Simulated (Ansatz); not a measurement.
System: molecular hydrogen, H2, net charge 0, singlet state. 
Geometry from a B3LYP-D3(BJ)/def2-TZVP (Ansatz, a first-principles code) optimisation:
```xyz
2

H      0.0000     0.0000    -0.3720
H      0.0000     0.0000     0.3720
```

Atomisation energy built up term by term with Ansatz (kcal/mol; UHF references for open shells; valence terms freeze the core; atomic spin-orbit terms are left out). CBS marks a two-point X^-3 extrapolation of the correlation energy; Hartree-Fock from the larger set (for Q and 5 zeta extrapolated as (X+1)exp(-9√X)).

```
term                                          basis    kcal/mol
-----------------------  --------------------------  ----------
Hartree-Fock                   CBS(cc-pVQZ,cc-pV5Z)  (withheld)
CCSD correlation               CBS(cc-pVQZ,cc-pV5Z)       25.69
(T)                            CBS(cc-pVQZ,cc-pV5Z)  (withheld)
CCSDT - CCSD(T)                             cc-pVDZ        0.00
(Q)                                         cc-pVDZ        0.00
core correlation                          cc-pwCVTZ        0.00
scalar relativity (X2C)  cc-pVTZ-DK against cc-pVTZ        0.00
sum: De                                              (withheld)
```

**Question.** Some entries are withheld; supply them.

**Answer.** 
- Hartree-Fock, kcal/mol: 83.83
- (T), kcal/mol: 0.00
- sum: De, kcal/mol: 109.5
